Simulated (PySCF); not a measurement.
Molecule: N-methylisobutylamine, C5H13N.

Geometry:
```csv
atom,x (Å),y (Å),z (Å)
C1,2.794,-0.292,0.403
N2,1.450,-0.614,0.000
C3,0.542,0.507,0.011
C4,-0.880,0.104,-0.376
C5,-1.781,1.329,-0.462
C6,-1.440,-0.944,0.577
H7,2.798,0.044,1.453
H8,3.433,-1.187,0.348
H9,3.279,0.511,-0.195
H10,1.452,-1.043,-0.923
H11,0.526,0.927,1.034
H12,0.876,1.340,-0.651
H13,-0.826,-0.345,-1.387
H14,-2.798,1.055,-0.784
H15,-1.868,1.820,0.522
H16,-1.392,2.073,-1.174
H17,-1.573,-0.517,1.585
H18,-2.421,-1.313,0.238
H19,-0.751,-1.795,0.665
```

Geometry PBE0-D3(BJ)/def2-SVP throughout; GIAO in PySCF 2.14.0 with density-fitted response routines, gas phase, one conformer, non-relativistic; equivalent atoms averaged; functional PBE0.

For orientation, 6-311+G(2d,p) gives these absolute shieldings σ: C3 124.9, C1 149.1, C4 153.2, C5/C6 165.3, N2 216.5, H7/H8/H9 29.03, H11/H12 29.28, H14/H15/H16/H17/H18/H19 30.58, H10 32.20 ppm.

A run gave: C3 123.5, C1 148.3, C4 152.6, C5/C6 164.6, N2 217.9, H7/H8/H9 29.03, H11/H12 29.25, H14/H15/H16/H17/H18/H19 30.53, H10 32.19 ppm (absolute shieldings σ).

Problem. Which basis set was used in that run?
A. 6-31G
B. cc-pVDZ
C. def2-SVP
D. def2-TZVP
E. aug-cc-pVDZ

Solution. D. C3 tells them apart best: def2-TZVP gives 123.5, aug-cc-pVDZ gives 134.9, cc-pVDZ gives 135.9, def2-SVP gives 134.5, 6-31G gives 140.9 ppm.
